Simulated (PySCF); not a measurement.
Calculated NMR parameters of CCC(F)(F)F

```
Formula                               : C3H5F3
SMILES                                : CCC(F)(F)F
Point group of the computed structure : Cs
Degrees of unsaturation               : 0
Carbon signals                        : 3
Proton signals                        : 2
```

Structure with atom numbers: `[CH3:1][CH2:2][C:3]([F:4])([F:5])[F:6]`; H(Xn) means a hydrogen on atom n.

Method: B97-2/pcSseg-2 with gauge-including orbitals, PBE0-D3(BJ)/def2-TZVP structure, in PySCF 2.14.0 with density-fitted response routines (isolated molecule, averaged over atoms made equivalent by symmetry, fast rotation or ring inversion, non-relativistic Hamiltonian, one computed conformer).

Scale: TMS for ¹H and ¹³C; CFCl3 for ¹⁹F (reference shieldings calculated alike).

| carbon | δC, type | δH (multiplicity) | HMBC from (2–3 bonds) | span of the C tensor (ppm) |
| --- | --- | --- | --- | --- |
| C1 | 9.1, CH3 | 1.12 (t) | H(C2) | 18 |
| C2 | 32.1, CH2 | 1.98 (m) | H(C1) | 32 |
| C3 | 138.7, C | – | H(C2), H(C1) | 10 |

Other nuclei:
```tsv
atoms	nucleus	environment	δ (ppm)	σ (ppm)
F4/F5/F6	¹⁹F	fluorine of a CF3 group	-82.7	258.7
```

Carbon types of the structure: 1 × C, 1 × CH2, 1 × CH3, which accounts for all hydrogens. δC 138.7: CF3 carbon; 3 electronegative neighbours deshield it. δC 32.1: sp3 CH2; saturated and bonded to C and H only. δC 9.1: methyl carbon; a saturated carbon with 1 carbon neighbour and no heteroatom attached. δH 1.98: hydrogen on an sp3 CH2. δH 1.12: hydrogen on a methyl carbon; far from electronegative atoms and π systems.

Splittings by ¹⁹F in the carbon and heteronuclear signals aren't shown, as no couplings were computed. Shifts are as computed. Against solution values, carbons near 30 ppm lie about +3 ppm off and those near 130 ppm about +7 ppm. Of 1211 compounds with measured shifts, 218 miss one by over three times the rms of a fit or turn the order of signals round; such compounds aren't used in these exercises. Unscaled 19F shifts against computed CFCl3 carry errors that often reach 10 to 50 ppm. Multiplicities follow the n + 1 count of equivalent neighbours, as no J values were calculated; m marks all less simple cases, F and P coupling included.
